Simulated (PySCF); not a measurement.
Calculation: PBE-D3(BJ)/def2-TZVP // B3LYP-D3(BJ)/def2-TZVP run with PySCF 2.14.0. Gas-phase values, no solvent. 

Reference species (SMILES): `C[O]` (neutral, multiplicity 2).

| Quantity | Value |
|---|---|
| dipole moment | 2.10 D |

Changed species: `[SeH]` (radical fragment; the reference has radical fragment).

**Question.** Predict the effect on the dipole moment.

**Answer.** the dipole moment falls by 1.55 D, to 0.55 D.
